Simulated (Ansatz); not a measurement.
# C2H5O: harmonic frequencies at the relaxed geometry

The task is harmonic frequencies at the relaxed geometry, for C2H5O. SMILES: C[CH]O.

Program: the Python package of Ansatz 0.2.0. Level of theory: CAM-B3LYP/def2-SVP. These are calculated values, not measurements.

**1. The structure**

Bond lengths: C1–C2 1.522 Å, C2–O3 1.401 Å, C1–H4 1.111 Å, C1–H5 1.110 Å, C1–H6 1.110 Å, C2–H7 1.113 Å, O3–H8 0.993 Å. Angles: C1–C2–O3 110.7°, C1–C2–H7 110.8°, O3–C2–H7 111.1°, C2–C1–H4 110.2°, C2–C1–H5 109.4°, C2–C1–H6 109.8°, H4–C1–H5 109.1°, H4–C1–H6 109.4°, H5–C1–H6 108.9°, C2–O3–H8 106.5°.

c2h5o.xyz, read by the script:

```xyz
8

C    -0.82370   -0.24800   -0.08880
C     0.37310    0.65870   -0.33560
O     1.55120   -0.09260   -0.43810
H    -0.70780   -0.78000    0.87920
H    -1.74970    0.36300   -0.05850
H    -0.90900   -0.99020   -0.90990
H     0.45750    1.42950    0.46340
H     1.80850   -0.34030    0.48820
```

**2. The code**

freq_c2h5o.py reads:

```python
import itertools
import warnings

import ansatz as az
from ase.data import atomic_numbers, covalent_radii
import numpy as np

warnings.simplefilter("ignore", az.DeckWarning)

geometry = az.Crystal.molecule_from_extxyz("c2h5o.xyz")

model = geometry.calculation()
model = model.basis(gaussian="def2-SVP")
model = model.functional("cam_b3lyp").spin("collinear", total=1)
symbols = [site.symbol for site in geometry.cartesian_sites]
start = np.array([site.position_ang for site in geometry.cartesian_sites], dtype=float)
summary = model.relax(force_tolerance=0.003).run(threads=1, pin="off").report
end = np.array(summary["positions_ang"])

radius = [covalent_radii[atomic_numbers[s]] for s in symbols]
span = lambda where, i, j: np.linalg.norm(where[i] - where[j])
bonded = [(i, j) for i, j in itertools.combinations(range(len(symbols)), 2) if min(span(start, i, j), span(end, i, j)) < 1.2 * (radius[i] + radius[j])]
print("pair        before    after (A)")
for i, j in bonded:
    print(f"{symbols[i]}{i}-{symbols[j]}{j}".ljust(10), f"{span(start, i, j):8.4f} {span(end, i, j):8.4f}")

minimum = az.Crystal.molecule()
for symbol, place in zip(symbols, end):
    minimum = minimum.atom(symbol, place.tolist())
vibrating = (
    minimum.calculation()
    .basis(gaussian="def2-SVP")
    .functional("cam_b3lyp")
    .spin("collinear", total=1)
    .phonons(temperatures=(298.15, 498.15, 100))
)
vib = vibrating.run(threads=1, pin="off").report["vibrations"]
sums = vib["harmonic_sums"]
modes = [m["omega_inv_cm"] for m in sums["modes_at_gamma"] if m["rigid_motion"] == "no"]
print("frequencies (1/cm):", " ".join(f"{w:.0f}" for w in modes))
print("imaginary modes:", sum(w < 0 for w in modes), " zero-point energy:", round(sums["zero_point_energy_ev"], 4), "eV")
print("T (K)   F_vib (eV)   S_vib (meV/K)   C_vib (meV/K)")
for row in zip(sums["temperatures_k"], sums["vibrational_free_energy_ev"], vib["entropy_ev_per_k"], vib["heat_capacity_ev_per_k"]):
    print(f"{row[0]:6.1f} {row[1]:11.4f} {1000 * row[2]:13.4f} {1000 * row[3]:15.4f}")
```

**3. The calls as engine input**

The engine receives this input (first run):

```yaml
crystal:
  periodic: [false, false, false]
  atoms:
    - { symbol: C, position_ang: [-0.8237, -0.248, -0.0888] }
    - { symbol: C, position_ang: [0.3731, 0.6587, -0.3356] }
    - { symbol: O, position_ang: [1.5512, -0.0926, -0.4381] }
    - { symbol: H, position_ang: [-0.7078, -0.78, 0.8792] }
    - { symbol: H, position_ang: [-1.7497, 0.363, -0.0585] }
    - { symbol: H, position_ang: [-0.909, -0.9902, -0.9099] }
    - { symbol: H, position_ang: [0.4575, 1.4295, 0.4634] }
    - { symbol: H, position_ang: [1.8085, -0.3403, 0.4882] }
basis:
  gaussian:
    orbitals: def2-SVP
hamiltonian:
  xc: cam_b3lyp
magnetization:
  spin_polarized: true
  initial_magnetization: 1.0
relax:
  f_tol: 0.003
```

**4. Running it**

On the command line:

```console
$ python freq_c2h5o.py
```

**Question.** What results will this script give? Wanted: moves of the relaxation of run 1; energy gained in run 1; last largest force component of run 1; highest frequency; imaginary modes; zero-point energy.

**Answer**, as computed:

```
                             quantity        value
                        runs compared            2
     moves of the relaxation of run 1           12
               energy gained in run 1     0.561 eV
last largest force component of run 1  0.0010 eV/Å
                    highest frequency    3879 cm⁻¹
                      imaginary modes            0
                    zero-point energy     1.804 eV
```

What this shows: Run 1: The relaxation took 12 moves; the largest shift is 0.850 Å, of atom 8 (H). So large a move can change the bonding: the results belong to the relaxed structure. All frequencies are real, so the geometry is a minimum. The values are harmonic; measured fundamentals also hold anharmonic shifts, mostly downward for stretches. Reading the output:
- The frequencies are harmonic and unscaled, in a modest basis.
- The run takes the species as open-shell (spin multiplicity 2), which needn't be its ground state.
- The result belongs to the one conformer reached from this start, and soft torsions count as harmonic oscillators.
